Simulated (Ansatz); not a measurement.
# AlCl: vertical ionisation energy

The task here is to estimate one member of a computed series from the others.

Program: Ansatz 0.2.0, Gaussian basis. Level of theory: unrestricted cation, the program's frozen cores in correlated methods. These are calculated values, not measurements.

Levels to be run: UKS PBE-D4/def2-TZVPP; UKS r2SCAN-D4/def2-TZVPP; UKS PBE0-D4/def2-TZVPP; UKS B3LYP-D4/def2-TZVPP; UKS wB97X-V/def2-TZVPP; UKS wB97M-V/def2-TZVPP; UKS B2PLYP/def2-TZVPP; UHF-CCSD(T)/def2-TZVPP; UHF-CCSD(T)/def2-QZVPP; extrapolation to the limit; then −ε(HOMO) from the neutral's earlier runs with LDA (SPW92), PBE-D4, revPBE-D4, BLYP-D4, r2SCAN-D4, B97M-V, PBE0-D4, B3LYP-D4, r2SCANh-D4, r2SCAN0-D4, HSE06-D4, BHLYP-D4, CAM-B3LYP-D4, LC-ωPBE, ωB97X-V, ωB97M-V.

## The geometry

The geometry comes from an earlier relaxation with PBE0-D4 in a triple-zeta def2 set; it is a stationary point.

2 atoms, charge 0, spin multiplicity 1.

Atoms are counted from 1 here; the program's logs count them from 0.

Bond lengths: Al1–Cl2 2.146 Å.

Coordinates:

| atom | x (Å) | y (Å) | z (Å) |
| --- | --- | --- | --- |
| Al1 | 0.0000 | 0.0000 | -0.0079 |
| Cl2 | 0.0000 | 0.0000 | 2.1380 |

Set-up of the first run:

The input, in.yaml:

```yaml
crystal:
  periodic: [false, false, false]
  atoms:
    - {symbol: Al, position_ang: [0.000000, -0.000000, -0.007878]}
    - {symbol: Cl, position_ang: [-0.000000, 0.000000, 2.137991]}
basis:
  gaussian: {orbitals: def2-TZVPP}
total_charge: 1
magnetization: {spin_polarized: true, initial_magnetization: 1}
hamiltonian: {xc: pbe, dispersion: d4}
```

On the command line:

```bash
$ ansatz run in.yaml --threads 2 --pin off --events-out ev --progress --plain --max-ram 22528MiB --backend cpu
```

Among the steps run: Cation, UKS PBE-D4/def2-TZVPP; Cation, UKS r2SCAN-D4/def2-TZVPP; Cation, UKS PBE0-D4/def2-TZVPP; Cation, UKS B3LYP-D4/def2-TZVPP; Cation, UKS wB97X-V/def2-TZVPP; Cation, UKS wB97M-V/def2-TZVPP; Cation, UKS B2PLYP (frozen core)/def2-TZVPP; Cation, UHF-CCSD(T)/def2-TZVPP; Cation, UHF-CCSD(T)/def2-QZVPP.

One table of the session follows, with a row left open; its other results are not shown here.

For comparison, −ε(HOMO) of the neutral from earlier runs:

```
  functional  −ε(HOMO) (eV)
 LDA (SPW92)           6.15
      PBE-D4           6.05
   revPBE-D4           6.01
     BLYP-D4           5.91
   r2SCAN-D4           6.22
      B97M-V           6.27
     PBE0-D4           7.00
    B3LYP-D4           6.83
  r2SCANh-D4              ?
  r2SCAN0-D4           7.10
    HSE06-D4           6.60
    BHLYP-D4           7.82
CAM-B3LYP-D4           8.21
     LC-ωPBE           9.41
     ωB97X-V           9.12
     ωB97M-V           8.94
```

Q: Estimate the row for r2SCANh-D4 from the others.

Worked estimate for «−ε(HOMO) (eV)». Against the share of exact exchange, r2SCAN-D4 (0, 6.22), r2SCAN0-D4 (0.25, 7.10) give a slope of 3.52 per unit share; at 0.1 the line stands at 6.57.

As computed: −ε(HOMO) (eV): 6.57. In «−ε(HOMO) (eV)» the line misses by 0.00.

Caveats from the session: The cation may have settled in a state other than its lowest; no search over hole states beyond the program's own was made.
